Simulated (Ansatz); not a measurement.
Geometry optimisation, Ansatz, RKS revPBE/6-31G*.

The input (input.yaml):

```yaml
crystal:
  periodic: [false, false, false]
  atoms:
    - { symbol: B, position_ang: [-0.61542, 0.2087, -0.41698] }
    - { symbol: C, position_ang: [0.59012, -0.2462, 0.42617] }
    - { symbol: "N", position_ang: [0.73486, -1.28385, 1.12131] }
    - { symbol: H, position_ang: [-1.61135, -0.43665, -0.50163] }
    - { symbol: H, position_ang: [-0.58821, 1.24315, -1.0218] }
    - { symbol: H, position_ang: [1.48999, 0.51486, 0.39293] }
total_charge: -1
basis:
  gaussian: { orbitals: "6-31G*" }
hamiltonian:
  xc: revpbe
relax:
  f_tol: 0.02
  max_steps: 40
scf:
  lower_state_search: "off"
```

Launched with:

```bash
$ ansatz run input.yaml --threads 1 --pin off --max-ram 2048MiB --backend cpu --events-out ev --progress --plain --runs-dir out
```

Problem. Where does it end, and by what steps?

Solution. The run converged. Limits of this set-up: an anion without diffuse functions, the dipole of an ion depends on the origin. After 12 steps the energy has fallen by 1.761 eV; N3 moved furthest, 1.05 Å. Joined: B1–N3.

```json
{"step": "0", "energy less start (eV)": "0.0000", "largest force component (eV/Å)": "1.809", "accepted": "yes"}
{"step": "1", "energy less start (eV)": "-0.1190", "largest force component (eV/Å)": "2.558", "accepted": "yes"}
{"step": "2", "energy less start (eV)": "-0.2483", "largest force component (eV/Å)": "0.996", "accepted": "yes"}
{"step": "3", "energy less start (eV)": "-0.3870", "largest force component (eV/Å)": "1.051", "accepted": "yes"}
{"step": "4", "energy less start (eV)": "-0.5180", "largest force component (eV/Å)": "1.416", "accepted": "yes"}
{"step": "5", "energy less start (eV)": "-0.7455", "largest force component (eV/Å)": "1.655", "accepted": "yes"}
{"step": "6", "energy less start (eV)": "-1.0975", "largest force component (eV/Å)": "1.409", "accepted": "yes"}
{"step": "7", "energy less start (eV)": "-1.4976", "largest force component (eV/Å)": "1.873", "accepted": "yes"}
{"step": "8", "energy less start (eV)": "-1.7272", "largest force component (eV/Å)": "0.717", "accepted": "yes"}
{"step": "9", "energy less start (eV)": "-1.7376", "largest force component (eV/Å)": "0.853", "accepted": "yes"}
{"step": "10", "energy less start (eV)": "-1.7599", "largest force component (eV/Å)": "0.140", "accepted": "yes"}
{"step": "11", "energy less start (eV)": "-1.7605", "largest force component (eV/Å)": "0.059", "accepted": "yes"}
{"step": "12", "energy less start (eV)": "-1.7607", "largest force component (eV/Å)": "0.008", "accepted": "yes"}
```

```xyz
6
Properties=species:S:1:pos:R:3
B -0.622 0.123 -0.242
C 0.869 -0.101 0.151
N 0.113 -0.436 1.133
H -1.226 -0.699 -0.952
H -1.130 1.258 -0.206
H 1.995 -0.144 0.117
```

Time of the run: 10 s on 1 thread of Arm Neoverse V2, with other jobs on the host, peak memory 0.11 GiB.
